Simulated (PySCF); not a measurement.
Cartesian coordinates in Å; atom numbers follow the order of the lines, from 1:
```xyz
13

C     2.702    0.143    0.465
C     1.546   -0.048   -0.100
C     0.387   -0.228   -0.663
C    -0.862    0.530   -0.316
C    -1.947   -0.377    0.250
H     3.417    0.852    0.060
H     2.990   -0.402    1.358
H     0.302   -0.998   -1.429
H    -1.237    1.023   -1.220
H    -0.618    1.320    0.397
H    -2.856    0.188    0.469
H    -1.611   -0.855    1.173
H    -2.207   -1.168   -0.458
```

Level of theory: J: B3LYP/pcJ-2 (without the spin–dipole term), shielding tensors at PBE0/pcSseg-2 (GIAO), geometry from PBE0-D3(BJ)/def2-TZVP, in PySCF (one conformer, averaged over atoms made equivalent by symmetry, fast rotation or ring inversion, gas phase, non-relativistic).

Referencing at the same level of theory: ¹H vs TMS.

The spectrum was simulated from the full spin Hamiltonian at 600 MHz with 0.6 Hz Lorentzian lines, from shifts rounded to 0.01 ppm and J to 0.1 Hz, couplings under 1 Hz left out.

**Question.** List the maxima of its ¹H spectrum with integrals.

**Answer.** 
```
region  integral (H)    ppm      Hz  height
     1             1  5.379  3227.6       4
     1                5.366  3219.5       8
     1                5.364  3218.2       9
     1                5.352  3211.4       5
     1                5.350  3210.2      16
     1                5.348  3208.9       5
     1                5.337  3202.1       9
     1                5.335  3200.8       8
     1                5.321  3192.7       5
     2             2  4.862  2917.0      17
     2                4.857  2914.0      35
     2                4.852  2911.0      18
     2                4.848  2908.9      17
     2                4.843  2905.9      33
     2                4.838  2902.9      17
     3             2  2.134  1280.4       2
     3                2.129  1277.4       4
     3                2.124  1274.4       2
     3                2.120  1272.0       6
     3                2.118  1271.0       3
     3                2.115  1269.0      13
     3                2.113  1268.0       5
     3                2.110  1266.0       7
     3                2.108  1265.0       3
     3                2.106  1263.6       7
     3                2.104  1262.6       7
     3                2.101  1260.6      14
     3                2.099  1259.6      13
     3                2.096  1257.6       7
     3                2.094  1256.6       7
     3                2.092  1255.2       3
     3                2.090  1254.2       7
     3                2.087  1252.2       6
     3                2.085  1251.2      13
     3                2.082  1249.2       3
     3                2.080  1248.2       6
     3                2.076  1245.8       2
     3                2.071  1242.8       4
     3                2.066  1239.8       2
     4             3  1.034   620.4      50
     4                1.020   612.0     100
     4                1.006   603.6      47
```

**Question.** Summarise it as multiplets with assignments.

**Answer.** ¹H NMR (600 MHz, computed): δ 5.35 (tt, J = 9.4, 8.1 Hz, 1H, H8), 4.85 (dt, J = 8.1, 3.0 Hz, 2H, H6/H7), 2.10 (dqt, J = 9.4, 8.4, 3.0 Hz, 2H, H9/H10), 1.02 (t, J = 8.4 Hz, 3H, H11/H12/H13). These are first-order names; overlap and second-order distortion can hide them in the list.

Splittings below 1 Hz are ignored in the labels, and close J values are merged. Couplings across =CH–CH2 type bonds come from one rotamer and its mirror image, and can be 1–2 Hz further off.
